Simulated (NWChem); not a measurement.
System: ethanethiol (C$_{2}$H$_{6}$S); SMILES CCS

```xyz
9

C      0.3682    -1.6294    -0.0584
C     -0.6320    -0.4945     0.0431
S      0.1003     1.1695    -0.0708
H     -0.1456    -2.6044    -0.0415
H      1.0784    -1.6119     0.7831
H      0.9509    -1.5603    -0.9889
H     -1.3467    -0.5261    -0.7945
H     -1.2293    -0.5636     0.9654
H      0.8336     1.0962     1.0615
```
Atoms are numbered in this order, from 1.

Program: NWChem. Geometry optimised at PBE0/def2-SVP; all other runs use it. 

```csv
quantity,level,value
dipole in solution (D) in water,"PBE0/def2-SVP, SMD",2.08
"vertical, lowest state with f > 0.02, singlet (eV)","CAM-B3LYP/def2-SVPD, TDA",6.25
−ε(HOMO) (eV),CAM-B3LYP/def2-SVP,7.93
"anisotropy (bohr³), static",CAM-B3LYP/def2-SVPD,12.3
dipole (D),PBE0/def2-SVP,1.63
highest harmonic frequency (cm⁻¹),PBE0/def2-SVP,3165
```
